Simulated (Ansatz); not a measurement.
Run this with Ansatz 0.2.0, Python API and show what comes out.

`conformers_c2h7ns.py`
```python
"""Conformer energies of C2H7NS."""

import ansatz as az
from rdkit import Chem
from rdkit.Chem import AllChem

rd = Chem.AddHs(Chem.MolFromSmiles("CC(N)S"))
ids = list(AllChem.EmbedMultipleConfs(rd, numConfs=20, randomSeed=692, pruneRmsThresh=0.4))
field = [energy for _, energy in AllChem.MMFFOptimizeMoleculeConfs(rd)]
distinct = {round(e, 2): i for i, e in zip(ids, field)}
chosen = sorted(distinct.items())[:3]
found = []
for force_field, index in chosen:
    c2h7ns = az.Crystal.molecule()
    for atom, xyz in zip(rd.GetAtoms(), rd.GetConformer(index).GetPositions()):
        c2h7ns = c2h7ns.atom(atom.GetSymbol(), xyz.round(5).tolist())
    calc = (
        c2h7ns.calculation()
        .basis(gaussian="cc-pVDZ")
        .functional("r2scan", dispersion="d4")
    )
    found.append(calc.run(threads=1, pin="off").report["free_energy_ev"])
print("conformer   MMFF (kcal/mol)   this level (kJ/mol)")
for (force_field, index), e in zip(chosen, found):
    print(f"{index:9d} {force_field - chosen[0][0]:17.2f} {96.485332 * (e - min(found)):17.3f}")
```

Output of `python conformers_c2h7ns.py`:
```text
conformer   MMFF (kcal/mol)   this level (kJ/mol)
        1              0.00             0.000
        0              2.53            11.789
```

These settings explore the input space; basis and method may be short of convergence. The conformers keep their force-field geometries. It ran for 12 s on 1 thread of Arm Neoverse V1, on a shared host, peak memory 0.27 GiB.
